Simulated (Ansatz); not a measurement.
Ansatz (a program for electronic structure) input (MP2/LANL2DZ): The .json file is the Basis Set Exchange's LANL2DZ.

Ansatz 0.2 input:
```yaml
crystal:
  periodic: [false, false, false]
  atoms:
    - {symbol: B, position_ang: [-0.00000000, -0.00000000, 0.00000000]}
    - {symbol: F, position_ang: [0.01679907, 1.31515438, 0.03157775]}
    - {symbol: F, position_ang: [1.13083137, -0.67238813, -0.00500122]}
    - {symbol: F, position_ang: [-1.14763045, -0.64276625, -0.02657653]}
basis:
  gaussian:
    orbitals: LANL2DZ.json
magnetization: {spin_polarized: false}
correlation: {method: mp2, electrons: outside_noble_gas}
```

Output:

```
Functional definition: HF
integrals: 0.00 GiB planned
369 factors; integrals over basis functions are off by at most 1.0e-4 eV
mean field: 0.07 GiB planned
mean field evaluation 1: about -8791.1259 eV, gradient 3.4e1 eV
mean field evaluation 2: about -8791.1363 eV, gradient 3.4e1 eV
mean field evaluation 4: about -8793.5615 eV, gradient 1.6e0 eV
mean field evaluation 8: about -8793.5708 eV, gradient 1.6e-4 eV
mean field -8793.57078211 eV, -323.1577657462 hartree, gradient 1.1e-6 eV, S^2 0.000000; 0 other end points of the search recorded, 0 dependent functions left out
4 core orbitals not correlated
reference -8793.57078211 eV, -323.1577657462 hartree; 12, 12 occupied and 20, 20 virtual orbitals, 369 factors
second order -10.58466953 eV of doubles, -0.00000000 eV of singles
Total energy: -8804.15545164 eV, -323.5467451768 hartree
```

The geometry given is a B3LYP-D3(BJ)/def2-TZVP minimum.
